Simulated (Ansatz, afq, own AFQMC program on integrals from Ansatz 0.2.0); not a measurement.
S, triplet → S⁺, quartet, worked out

A free S atom.

Both states at this geometry.

Basis cc-pVDZ. Noble-gas cores (and the filled d shells of Ga–Kr and In–Xe) are frozen. Ansatz 0.2.0 and our own AFQMC program on the same integrals; the CISD trial comes from CCSD amplitudes, and released means the phaseless constraint is let go. Uncertainties: one standard error, sampling alone.

Total energies in eV. CBS is CCSD(T) at the limit of def2-TZVPP/QZVPP (extrapolated itself); the highest rung of each member is named.

Cautions: core correlation is missing, and it shifts such a gap most where an s electron is promoted.

```
     member  count  CCSD(T)/cc-pVDZ  highest rung in cc-pVDZ  which  CCSD(T)/CBS
S⁺, quartet     +1      -10809.6175              -10809.6262    FCI  -10811.0338
 S, triplet     -1      -10819.2622              -10819.2726    FCI  -10821.3785
```

Problem. Work out the best estimate of the vertical ionization energy: the CCSD(T)/CBS difference plus the step from CCSD(T) to the highest rung.

Solution. Sums with the counts: CCSD(T)/CBS 10.3447 eV, highest rung 9.6464 eV, CCSD(T)/cc-pVDZ 9.6447 eV. The step is 9.6464 − 9.6447 = 0.0017 eV, so the best estimate is 10.3447 + (0.0017) = 10.3464 eV = 238.6 kcal/mol. The basis set is worth 0.700 eV of it. Zero-point, core-correlation and spin–orbit terms aren't in it. Past Ne the Hartree–Fock part of each CBS total tends to overshoot, since the cores don't follow the formula; that largely cancels in the difference.

Best estimates are given only where the step beyond CCSD(T) is under 0.3 eV and no member's determinant is very poor (T1 over 0.05, or 0.07 for open shells, ⟨S²⟩ too high by 0.3, two states mixed), so the hardest cases are missing from such tables.

Each member of a difference takes its own highest rung, so a best estimate needn't equal the limit plus the step of one row.
